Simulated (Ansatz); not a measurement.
Mulliken charges of B₂H₄Si, SMILES `B1B[SiH2]1` from ωB97M-V/def2-TZVPP in Ansatz (PBE0-D4/def2-TZVP geometry).

| atom | x (Å) | y (Å) | z (Å) | charge (e) |
| --- | --- | --- | --- | --- |
| B1 | -1.079 | -0.281 | -0.677 | -0.181 |
| B2 | 0.252 | -0.853 | -0.977 | -0.184 |
| Si3 | 0.324 | 0.408 | 0.609 | 0.009 |
| H4 | -2.106 | 0.221 | -0.385 | 0.154 |
| H5 | 1.342 | -1.270 | -1.146 | 0.153 |
| H6 | -0.419 | 1.329 | 1.503 | 0.025 |
| H7 | 1.747 | 0.377 | 1.027 | 0.025 |

Question: By hand: the dipole of these point charges (1 e Å = 4.8032 D).

Answer: Σ q r = (0.066, 0.094, 0.136) e Å, of length 0.178 e Å = 0.85 D.

Question: How does the dipole of the full density compare? (Estimate.)

Answer: The calculation gave: (0.138, 0.180, 0.265) e Å, 1.68 D; the point charges give 0.51 times that, at 2° from its direction.

Point charges leave out the atoms' own dipoles, such as those of lone pairs, and Mulliken's split depends on the basis, so the two needn't agree.
